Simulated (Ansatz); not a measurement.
**CH3BN− (SMILES BC=[N-]): Born-Oppenheimer dynamics**

Aim: follow the atoms for 40 steps of 0.5 fs with a Langevin thermostat, with velocities drawn for 200 K.

Method: PBE0-D4/def2-SVP; program: Ansatz 0.2.0, Gaussian basis.

## (1) Where the work starts

SMILES `BC=[N-]`, 6 atoms, charge -1, spin multiplicity 1.

Atoms are counted from 1 here; the program's logs count them from 0.

Bond lengths: B1–C2 1.540 Å, B1–H4 1.190 Å, B1–H5 1.199 Å, C2–N3 1.257 Å, C2–H6 1.179 Å. Angles: C2–B1–H4 122.3°, C2–B1–H5 120.9°, H4–B1–H5 116.8°, B1–C2–N3 129.5°, B1–C2–H6 113.0°, N3–C2–H6 117.4°.

As a file:

```tsv
atom	x (Å)	y (Å)	z (Å)
B1	-0.6154	0.2087	-0.4170
C2	0.5901	-0.2462	0.4262
N3	0.7349	-1.2838	1.1213
H4	-1.6114	-0.4366	-0.5016
H5	-0.5882	1.2431	-1.0218
H6	1.4900	0.5149	0.3929
```

## (2) Dynamics

Contents of md/in.yaml:

```yaml
crystal:
  periodic: [false, false, false]
  atoms:
    - {symbol: B, position_ang: [-0.615420, 0.208700, -0.416980]}
    - {symbol: C, position_ang: [0.590120, -0.246200, 0.426170]}
    - {symbol: N, position_ang: [0.734860, -1.283850, 1.121310]}
    - {symbol: H, position_ang: [-1.611350, -0.436650, -0.501630]}
    - {symbol: H, position_ang: [-0.588210, 1.243150, -1.021800]}
    - {symbol: H, position_ang: [1.489990, 0.514860, 0.392930]}
basis:
  gaussian: {orbitals: def2-SVP}
total_charge: -1
hamiltonian: {xc: pbe0, dispersion: d4}
md: {n_steps: 40, timestep: 0.5, temperature: 200, ensemble: nvt_langevin, seed: 245, friction: 0.002, initial_velocities: maxwell_boltzmann}
```

Launch:

```console
$ ansatz run in.yaml --threads 2 --pin off --events-out ev --progress --plain --max-ram 3481MiB
```

Q: Predict the outcome of this session. Wanted: temperature at the start; mean temperature, second half; lowest and highest potential energy, from the first frame; largest change of potential + kinetic.

**Answer**, as computed:

```
                                                 quantity              value
                                                   length  40 steps, 20.0 fs
                                 temperature at the start              167 K
                            mean temperature, second half              354 K
lowest and highest potential energy, from the first frame     -231 and 0 meV
                    largest change of potential + kinetic           13.2 meV
```

In words: The thermostat trades energy with the molecule, so the sum of potential and kinetic energy isn't conserved: it changes by +5 meV over the run. The mean temperature of the second half is still well above the 200 K set. The temperature runs between 165 and 472 K. No bond breaks or forms, judged by distance. Under Langevin the temperature counts 3N degrees of freedom, more than the drawn velocities fill, so it starts at 167 K, not 200 K.
